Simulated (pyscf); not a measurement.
# Hydrogen abstraction: H₂N–Al(NH₂)–NH₂ + CH₃• → •HN–Al(NH₂)–NH₂ + CH₄

Gas phase, doublet surface, charge 0. Bonds broken: N1–H5. Bonds formed: H5–C11. PySCF, gas phase, ωB97X-D3(BJ)/def2-SVP geometries.

Transition state (Å):

```xyz
14

N      0.5580    -0.1503     1.1345
Al    -0.9273    -0.3382     0.1152
N     -0.9214    -1.1587    -1.4626
N     -2.4325     0.3493     0.7662
H      0.5617     1.0678     1.5438
H      1.5011    -0.2332     0.7499
H     -0.0903    -1.4844    -1.9437
H     -1.7450    -1.4184    -1.9945
H     -2.5338     0.6752     1.7214
H     -3.3301     0.3799     0.2966
C      0.4983     2.3605     1.6028
H      0.7099     2.5979     2.6537
H      1.2472     2.7713     0.9137
H     -0.5306     2.6028     1.3065
```

One imaginary mode, 1742i cm⁻¹; descent along it reached the two sides named.

```
bond    change  reactant side (Å)  saddle  product side
------  ------  -----------------  ------  ------------
N1–H5   breaks              1.016   1.285           2.8
H5–C11   forms                3.9   1.296         1.099
```

Electronic energies relative to the separated reactants (eV):

```csv
level,barrier,reaction energy,reverse barrier
ωB97X-D3(BJ)/def2-TZVP,0.74,+0.29,0.45
PBE/def2-TZVP,0.47,+0.29,0.18
r²SCAN/def2-TZVP,0.64,+0.35,0.29
B3LYP-D3(BJ)/def2-TZVP,0.63,+0.28,0.35
PBE0-D3(BJ)/def2-TZVP,0.63,+0.32,0.31
M06-2X/def2-TZVP,0.80,+0.36,0.44
ωB97M-D3(BJ)/def2-TZVP,0.79,+0.31,0.48
HF/def2-TZVP,1.50,+0.17,1.33
```

With ωB97M-D3(BJ)/def2-TZVP energies and thermal terms (ideal gas, 1 atm, RRHO with modes under 100 cm⁻¹ raised to 100, one conformer, R ln 2 for chiral ones without a mode under 150 cm⁻¹), in eV:

```
T (K)   ΔH‡   ΔG‡     ΔH     ΔG
-----  ----  ----  -----  -----
298    0.73  1.14  +0.35  +0.34
600    0.73  1.56  +0.32  +0.34
900    0.76  1.97  +0.31  +0.35
1200   0.79  2.36  +0.30  +0.37
```

One saddle was located; it need not be the lowest between these sides. The angle at the transferred H is 164°.
